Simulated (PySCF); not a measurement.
Mapped SMILES: `[BH2:1][C:2]#[CH:3]` (H(Xn): hydrogen on atom n).

Geometry: PBE0-D3(BJ)/def2-SVP; GIAO shifts from PySCF 2.14.0 with density-fitted response routines, gas phase, non-relativistic, averaged over equivalent atoms.

At B97-2/pcSseg-2 (150 basis functions, 5 s wall time on 1 thread of an Intel Xeon Platinum 8488C, shared host):
| atoms | δ (ppm) |
| --- | --- |
| B1 | 67.3 |
| C3 | 143.9 |
| C2 | 98.1 |
| H(B1) | 6.56 |
| H(C3) | 5.57 |

Referencing at the same level of theory: $^{11}$B (100.12 ppm) vs BF3·OEt2; TMS for $^{13}$C (183.46 ppm) and $^{1}$H (31.36 ppm).

Task: Predict the values at WP04/pcSseg-2 on the same geometry.

Result: 
```json
{"atoms": "B1", "δ at WP04/pcSseg-2": "65.0", "change": "-2.3"}
{"atoms": "C3", "δ at WP04/pcSseg-2": "135.4", "change": "-8.5"}
{"atoms": "C2", "δ at WP04/pcSseg-2": "94.5", "change": "-3.6"}
{"atoms": "H(B1)", "δ at WP04/pcSseg-2": "5.78", "change": "-0.78"}
{"atoms": "H(C3)", "δ at WP04/pcSseg-2": "4.95", "change": "-0.62"}
```

References, each an isolated molecule treated in the same way: $^{11}$B (σref 94.19) vs BF3·OEt2; TMS for $^{13}$C (σref 172.10) and $^{1}$H (σref 31.61).

The largest change is at C3 (terminal alkyne carbon). Cost: 150 basis functions, 5 s wall time on 1 thread of an Intel Xeon Platinum 8488C, shared host.

A carbon bonded to boron is broadened by the quadrupolar boron nucleus and is often missing from a measured spectrum.
